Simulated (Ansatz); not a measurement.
**C₃H₄FN: small, medium and large basis sets**

One table from this session's results is given with a row withheld; the runs are named, their logs left out.

Program: Ansatz 0.2.0, Gaussian basis. Level of theory: one geometry, several basis sets. These are calculated values, not measurements.

Levels to be run: PBE0-D4/def2-SVP; ωB97M-V/def2-SVP; PBE0-D4/def2-QZVPP; ωB97M-V/def2-QZVPP; the functionals' def2-TZVPP values are taken from earlier runs.

### Structure used throughout

All runs share one geometry, relaxed beforehand with PBE0-D4 in a triple-zeta def2 set.

9 atoms, charge 0, spin multiplicity 1.

Atoms are counted from 1 here; the program's logs count them from 0.

Bond lengths: C1–C2 1.301 Å, C1–H6 1.088 Å, C1–H7 1.089 Å, C2–C3 1.306 Å, C3–N4 1.383 Å, C3–F5 1.344 Å, N4–H8 1.012 Å, N4–H9 1.008 Å. Angles: C2–C1–H6 121.8°, C2–C1–H7 121.8°, H6–C1–H7 116.4°, C1–C2–C3 176.3°, C2–C3–N4 128.5°, C2–C3–F5 120.5°, N4–C3–F5 110.9°, C3–N4–H8 113.0°, C3–N4–H9 112.6°, H8–N4–H9 111.5°.

Geometry (Å):

```
C    -0.3423    1.4055   -1.1939
C     0.1236    0.5320   -0.3501
C     0.5862   -0.4021    0.4360
N    -0.0540   -1.5417    0.8881
F     1.8574   -0.3617    0.8690
H    -0.7601    2.3550   -0.8655
H    -0.3286    1.2294   -2.2681
H     0.0177   -1.6643    1.8903
H    -1.0116   -1.5983    0.5772
```

The first run:

File in.yaml:

```yaml
crystal:
  periodic: [false, false, false]
  atoms:
    - {symbol: C, position_ang: [-0.342349, 1.405457, -1.193901]}
    - {symbol: C, position_ang: [0.123579, 0.531980, -0.350076]}
    - {symbol: C, position_ang: [0.586188, -0.402055, 0.436020]}
    - {symbol: N, position_ang: [-0.053991, -1.541668, 0.888064]}
    - {symbol: F, position_ang: [1.857444, -0.361737, 0.868983]}
    - {symbol: H, position_ang: [-0.760054, 2.355034, -0.865465]}
    - {symbol: H, position_ang: [-0.328552, 1.229357, -2.268145]}
    - {symbol: H, position_ang: [0.017718, -1.664261, 1.890251]}
    - {symbol: H, position_ang: [-1.011585, -1.598307, 0.577169]}
basis:
  gaussian: {orbitals: def2-SVP}
hamiltonian: {xc: pbe0, dispersion: d4}
output: {orbitals: {seedname: orbitals}}
```

Command:

```sh
$ ansatz run in.yaml --threads 2 --pin off --events-out ev --progress --plain --max-ram 4352MiB
```

Among the steps run: PBE0-D4 in def2-SVP; ωB97M-V in def2-SVP; PBE0-D4 in def2-QZVPP; ωB97M-V in def2-QZVPP.

One table of the session follows, with a row left open; its other results are not shown here.

```
functional       basis  HOMO (eV)  LUMO (eV)
   PBE0-D4    def2-SVP      -6.19      -0.11
   PBE0-D4  def2-TZVPP          ?          ?
   PBE0-D4  def2-QZVPP      -6.38      -0.42
   ωB97M-V    def2-SVP      -8.36       2.15
   ωB97M-V  def2-TZVPP      -8.54       1.81
   ωB97M-V  def2-QZVPP      -8.58       1.58
```

**Question.** Estimate the row for PBE0-D4, def2-TZVPP.

The run gave: HOMO (eV): -6.34; LUMO (eV): -0.34. In the column «HOMO (eV)» it lies between PBE0-D4, def2-QZVPP (-6.38) and PBE0-D4, def2-SVP (-6.19).
